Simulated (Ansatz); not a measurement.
Diamond was calculated with BLYP (Ansatz, a program for electronic structure, plane waves, PAW).

Numerical settings: plane-wave cutoff 520 eV, 16×16×16 k mesh, Fermi–Dirac smearing 0.01 eV, scalar-relativistic PAW data made under PBE.

Response to compression and expansion:

```json
[
 {"V (Å³/atom)": "5.470", "P (GPa)": "28.34", "direct gap at Γ (eV)": "5.842", "smallest gap on the k mesh (eV)": "4.547"},
 {"V (Å³/atom)": "5.586", "P (GPa)": "18.00", "direct gap at Γ (eV)": "5.780", "smallest gap on the k mesh (eV)": "4.494"},
 {"V (Å³/atom)": "5.703", "P (GPa)": "8.60", "direct gap at Γ (eV)": "5.719", "smallest gap on the k mesh (eV)": "4.442"},
 {"V (Å³/atom)": "5.819", "P (GPa)": "0.05", "direct gap at Γ (eV)": "5.660", "smallest gap on the k mesh (eV)": "4.392"},
 {"V (Å³/atom)": "5.935", "P (GPa)": "-7.72", "direct gap at Γ (eV)": "5.602", "smallest gap on the k mesh (eV)": "4.342"},
 {"V (Å³/atom)": "6.052", "P (GPa)": "-14.78", "direct gap at Γ (eV)": "5.545", "smallest gap on the k mesh (eV)": "4.294"},
 {"V (Å³/atom)": "6.168", "P (GPa)": "-21.20", "direct gap at Γ (eV)": "5.489", "smallest gap on the k mesh (eV)": "4.247"}
]
```

The fundamental gap (4.38 eV at the equilibrium volume, with added k points) lies elsewhere than Γ–Γ.
